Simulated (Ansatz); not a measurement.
The input, for Ansatz 0.2.0:

```yaml
crystal:
  periodic: [false, false, false]
  atoms:
    - {symbol: Ge, position_ang: [0.000000, 0.000000, 0.000000]}
    - {symbol: H, position_ang: [1.300840, 1.305069, 1.303375]}
    - {symbol: H, position_ang: [-1.306080, -1.300395, 1.302808]}
    - {symbol: H, position_ang: [-1.300107, 1.301119, -1.308049]}
    - {symbol: H, position_ang: [1.305347, -1.305793, -1.298134]}
basis:
  gaussian: {orbitals: 6-31G, point_charges: [{charge: -1.00, position_ang: [6.084, 0.760, 0.605]}]}
magnetization: {spin_polarized: true, initial_magnetization: 0}
hamiltonian: {xc: {name: r2SCAN}}
correlation: {method: bccd, electrons: outside_noble_gas}
output: {forces: true}
```

```sh
$ ansatz run in.yaml --threads 1 --pin off --events-out ev --progress --plain --max-ram 2393MiB
```

Output:

```
386 factors; integrals over basis functions are off by at most 3.5e-4 eV
mean field evaluation 1: about -56565.4369 eV, gradient 7.1e0 eV
mean field evaluation 2: about -56565.4375 eV, gradient 7.1e0 eV
mean field evaluation 4: about -56565.7531 eV, gradient 1.6e0 eV
mean field evaluation 8: about -56565.7925 eV, gradient 2.2e-2 eV
mean field evaluation 16: about -56565.7925 eV, gradient 1.3e-6 eV
mean field evaluation 32: about -56565.2573 eV, gradient 2.8e0 eV
mean field -56565.79251541 eV, -2078.7545332702 hartree, gradient 1.3e-6 eV, S^2 0.000000; 6 other end points of the search recorded, 0 dependent functions left out
14 core orbitals not correlated: weight in the atoms' cores, before any rotation towards them, 1.000 or more for the frozen orbitals, at most 0.000 for the correlated occupied ones
reference -56518.30534289 eV, -2077.0094118679 hartree; 4, 4 occupied and 19, 19 virtual orbitals, 386 factors
second order -3.04490662 eV of doubles, -0.33898640 eV of singles
cycle   1  -4.06558456 eV  change   -7.0e-1 eV  update   1.3e-1
cycle   2  -4.57969123 eV  change   -5.1e-1 eV  update   5.7e-2
cycle   3  -4.66775805 eV  change   -8.8e-2 eV  update   1.4e-2
cycle   4  -4.67014417 eV  change   -2.4e-3 eV  update   3.1e-3
cycle   5  -4.67331537 eV  change   -3.2e-3 eV  update   1.4e-3
cycle   6  -4.67356090 eV  change   -2.5e-4 eV  update   7.2e-4
cycle   7  -4.67255003 eV  change    1.0e-3 eV  update   3.2e-4
cycle   8  -4.67294544 eV  change   -4.0e-4 eV  update   1.2e-4
cycle   9  -4.67295012 eV  change   -4.7e-6 eV  update   3.9e-5
cycle  10  -4.67290297 eV  change    4.7e-5 eV  update   1.4e-5
cycle  11  -4.67290256 eV  change    4.1e-7 eV  update   8.5e-6
cycle  12  -4.67290300 eV  change   -4.4e-7 eV  update   5.5e-6
cycle  13  -4.67290691 eV  change   -3.9e-6 eV  update   1.6e-6
cycle  14  -4.67290688 eV  change    3.0e-8 eV  update   5.5e-7
cycle  15  -4.67290667 eV  change    2.2e-7 eV  update   2.8e-7
cycle  16  -4.67290679 eV  change   -1.3e-7 eV  update   1.8e-7
cycle  17  -4.67290690 eV  change   -1.0e-7 eV  update   1.2e-7
WARN: the results are in doubt because among natural orbitals full CI differs from the method by -0.237 eV
the calculation of the forces begins
Total energy: -56522.97824979 eV, -2077.1811380289 hartree
Atom 0 at     0.000000     0.000000     0.000000 Å, force     0.208166     0.031941     0.027674 eV/Å
Atom 1 at     1.300840     1.305069     1.303375 Å, force    -1.429825    -1.395660    -1.393074 eV/Å
Atom 2 at    -1.306080    -1.300395     1.302808 Å, force     1.352783     1.388945    -1.410105 eV/Å
Atom 3 at    -1.300107     1.301119    -1.308049 Å, force     1.346183    -1.409147     1.398035 eV/Å
Atom 4 at     1.305347    -1.305793    -1.298134 Å, force    -1.453533     1.384469     1.377383 eV/Å
Dipole moment:     0.196296     0.035729     0.032167 e Å
In doubt: among natural orbitals full CI differs from the method by -0.237 eV
```

Forces (eV/Å):
```
Ge   0.208  0.032  0.028
H   -1.430 -1.396 -1.393
H    1.353  1.389 -1.410
H    1.346 -1.409  1.398
H   -1.454  1.384  1.377
```

Ran on 1 thread of Arm Neoverse V1, shared host: 8.5 s wall, 0.13 GiB peak host memory.
